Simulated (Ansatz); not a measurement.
## Scan of [Cl···H···CH₂], triplet

Starting geometry:

```xyz
5

Cl   -0.8719    0.0000    0.0000
H     0.4069    0.0000    0.0000
C     2.1151    0.0000    0.0000
H     2.5295    0.0000    0.9962
H     2.5295    0.0000   -0.9962
```

From there H2 is moved from one fragment to the other while all else, the fragments' distance too, stays fixed, so the hump isn't the reaction's barrier; atoms are numbered as listed. Energies are in eV, counted from the starting geometry at the same level. Kohn–Sham curves are unrestricted where that lies lower.

Basis cc-pVDZ; Ansatz 0.2.0. Correlated methods freeze the noble-gas cores. R marks a restricted (for open shells ROHF) determinant, U an unrestricted one.

In so small a basis the reference is far from its limit while semilocal and hybrid functionals are nearer theirs (RPA and double hybrids share much of the reference's basis error), so the functionals' errors here hold much of the reference's basis and frozen-core error, which can add to them or hide them.

Full CI isn't at hand for all of this; UCCSDT(Q) serves as the reference, and is uncertain by about the last step of the cluster series.

```json
{"distance Cl1-H2 (Å)": "1.189", "UCCSDT(Q)": "0.241", "SPW92": "0.371", "PBE": "0.338", "r2SCAN": "0.297", "PBE0": "0.289", "B3LYP": "0.302", "wB97M-V": "0.271", "B2PLYP": "0.269", "RPA-PBE": "0.258"}
{"distance Cl1-H2 (Å)": "1.279", "UCCSDT(Q)": "0.000", "SPW92": "0.000", "PBE": "0.000", "r2SCAN": "0.000", "PBE0": "0.000", "B3LYP": "0.000", "wB97M-V": "0.000", "B2PLYP": "0.000", "RPA-PBE": "0.000"}
{"distance Cl1-H2 (Å)": "1.367", "UCCSDT(Q)": "-0.013", "SPW92": "-0.151", "PBE": "-0.122", "r2SCAN": "-0.079", "PBE0": "-0.070", "B3LYP": "-0.088", "wB97M-V": "-0.049", "B2PLYP": "-0.049", "RPA-PBE": "-0.042"}
{"distance Cl1-H2 (Å)": "1.455", "UCCSDT(Q)": "0.051", "SPW92": "-0.210", "PBE": "-0.161", "r2SCAN": "-0.076", "PBE0": "-0.062", "B3LYP": "-0.101", "wB97M-V": "-0.016", "B2PLYP": "-0.022", "RPA-PBE": "-0.019"}
{"distance Cl1-H2 (Å)": "1.544", "UCCSDT(Q)": "0.089", "SPW92": "-0.253", "PBE": "-0.197", "r2SCAN": "-0.080", "PBE0": "-0.064", "B3LYP": "-0.127", "wB97M-V": "0.005", "B2PLYP": "-0.017", "RPA-PBE": "-0.030"}
{"distance Cl1-H2 (Å)": "1.632", "UCCSDT(Q)": "0.039", "SPW92": "-0.312", "PBE": "-0.263", "r2SCAN": "-0.133", "PBE0": "-0.121", "B3LYP": "-0.205", "wB97M-V": "-0.043", "B2PLYP": "-0.083", "RPA-PBE": "-0.118"}
{"distance Cl1-H2 (Å)": "1.720", "UCCSDT(Q)": "-0.094", "SPW92": "-0.378", "PBE": "-0.350", "r2SCAN": "-0.226", "PBE0": "-0.224", "B3LYP": "-0.325", "wB97M-V": "-0.154", "B2PLYP": "-0.212", "RPA-PBE": "-0.264"}
{"distance Cl1-H2 (Å)": "1.809", "UCCSDT(Q)": "-0.242", "SPW92": "-0.405", "PBE": "-0.409", "r2SCAN": "-0.306", "PBE0": "-0.318", "B3LYP": "-0.430", "wB97M-V": "-0.272", "B2PLYP": "-0.342", "RPA-PBE": "-0.405"}
{"distance Cl1-H2 (Å)": "1.897", "UCCSDT(Q)": "-0.287", "SPW92": "-0.308", "PBE": "-0.353", "r2SCAN": "-0.279", "PBE0": "-0.307", "B3LYP": "-0.427", "wB97M-V": "-0.291", "B2PLYP": "-0.368", "RPA-PBE": "-0.435"}
```

(1) Judged by the spread of the error over the points with a reference (largest less smallest), which of these follows UCCSDT(Q) best and which worst?

Results:

(1) Subtracting the UCCSDT(Q) column from each: best wB97M-V (errors from -0.084 to 0.030, spread 0.115 eV), worst SPW92 (from -0.351 to 0.130, spread 0.482 eV). Functionals and wave-function methods converge differently with the basis, so part of this is basis effect.
